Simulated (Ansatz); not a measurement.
Elements on the sites of an ideal diamond lattice, at a guessed lattice constant:

```yaml
crystal:
  lattice:
    - [-4.70148, 4.70148, 0.00000]
    - [-4.70148, 0.00000, 4.70148]
    - [0.00000, 4.70148, 4.70148]
  atoms:
    - { symbol: C, position: [0.50000, 0.00000, 0.00000] }
    - { symbol: C, position: [0.50000, 0.50000, 0.50000] }
    - { symbol: C, position: [0.37500, 0.87500, 0.37500] }
    - { symbol: C, position: [0.37500, 0.37500, 0.37500] }
    - { symbol: C, position: [0.37500, 0.87500, 0.87500] }
    - { symbol: C, position: [0.37500, 0.37500, 0.87500] }
    - { symbol: Si, position: [0.00000, 0.00000, 0.00000] }
    - { symbol: Si, position: [0.00000, 0.50000, 0.00000] }
    - { symbol: Si, position: [0.00000, 0.00000, 0.50000] }
    - { symbol: Si, position: [0.50000, 0.50000, 0.00000] }
    - { symbol: Si, position: [0.50000, 0.00000, 0.50000] }
    - { symbol: Si, position: [0.00000, 0.50000, 0.50000] }
    - { symbol: Si, position: [0.87500, 0.87500, 0.37500] }
    - { symbol: Si, position: [0.87500, 0.37500, 0.37500] }
    - { symbol: Si, position: [0.87500, 0.87500, 0.87500] }
    - { symbol: Si, position: [0.87500, 0.37500, 0.87500] }
```

Cell and atoms were relaxed without symmetry on coarser meshes and computed once more. Method: DFT PBE, scalar-relativistic, plane waves, PAW (Ansatz 0.2.0).

Cutoff 420 eV; k points 6×6×6 on the computed 16-atom cell (Γ-centred); Gaussian smearing, width 0.10 eV; no spin polarisation.

The relaxation ran on 3×3×3 k points with a smearing of 0.1 eV, from sites shaken by 0.02 Å.

Task: What does the relaxation give?

Result: A volume of 11.75 Å³/atom and no gap on the mesh. It lies 0.52 eV/atom above the elements' standard states (static lattices, no corrections for gases). The atoms leave their sites by 0.52 Å (root mean square) and 0.88 Å at most, and the cell stretches by up to 28.9 % at fixed volume, so the lattice hasn't survived.

```yaml
crystal:
  lattice:
    - [-5.26078, 5.26077, -1.18282]
    - [-3.99675, 0.08121, 4.10648]
    - [-0.08118, 3.99676, 4.10651]
  atoms:
    - { symbol: C, position: [0.44823, 0.00564, 0.00634] }
    - { symbol: C, position: [0.44822, 0.50567, 0.50637] }
    - { symbol: C, position: [0.39401, 0.84969, 0.35037] }
    - { symbol: C, position: [0.37621, 0.38465, 0.38535] }
    - { symbol: C, position: [0.37620, 0.88463, 0.88533] }
    - { symbol: C, position: [0.39401, 0.34967, 0.85039] }
    - { symbol: Si, position: [0.08108, 0.94252, 0.94323] }
    - { symbol: Si, position: [0.11533, 0.48049, 0.98148] }
    - { symbol: Si, position: [0.11533, 0.98079, 0.48117] }
    - { symbol: Si, position: [0.48529, 0.50170, 0.00241] }
    - { symbol: Si, position: [0.48529, 0.00171, 0.50240] }
    - { symbol: Si, position: [0.08112, 0.44263, 0.44334] }
    - { symbol: Si, position: [0.84689, 0.92100, 0.42153] }
    - { symbol: Si, position: [0.74487, 0.41067, 0.41139] }
    - { symbol: Si, position: [0.74489, 0.91060, 0.91133] }
    - { symbol: Si, position: [0.84689, 0.42092, 0.92160] }
```

The final mesh leaves forces up to 0.23 eV/Å and stresses up to 0.8 GPa: the relaxation ran on a coarser mesh, so the cell's shape, its bonds and its energy belong partly to that mesh.

Cost: 2 runs of about 2.6 core-minutes in all (earlier runs that led there not counted), on AMD EPYC 9R45 (Zen 5) (shared hosts).